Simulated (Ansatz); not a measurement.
Two isomers of C5H8O: A = `C=CCC1CO1`, B = `C#CC(C)OC`.

Calculated with Ansatz (gas phase, PBE0-D4/def2-TZVP geometries, no zero-point term in ΔE). CCSD(T)/CBS is the MP2 limit (def2-TZVPP, def2-QZVPP) plus CCSD(T) − MP2 in def2-TZVPP, frozen cores. Functionals use def2-TZVPP. B3LYP here is the variant with VWN-RPA as its local correlation; programs differ in this. One conformer a species, not always the lowest.

Question: Which isomer does CCSD(T)/CBS put lower? Give the gap. (Best estimate.)

Answer: The calculation gave: A, by 38.4 kJ/mol.

Question: Give E(B) − E(A) in kJ/mol with PBE0-D4, B2PLYP, HF/def2-TZVPP, B3LYP-D4, CCSD(T)/def2-TZVPP, PBE-D4, B3LYP. (Estimate.)

Answer: The calculation gave: PBE0-D4 61.3, B2PLYP 34.3, HF/def2-TZVPP 27.1, B3LYP-D4 39.3, CCSD(T)/def2-TZVPP 39.2, PBE-D4 59.4, B3LYP 38.2. None reverses the order clearly.

Largest T1 diagnostic: 0.011.

In def2-TZVPP, CCSD(T) changes the Hartree–Fock value by +12.1 kJ/mol (the triples alone add +0.5 kJ/mol) and MP2 by +8.1 kJ/mol.
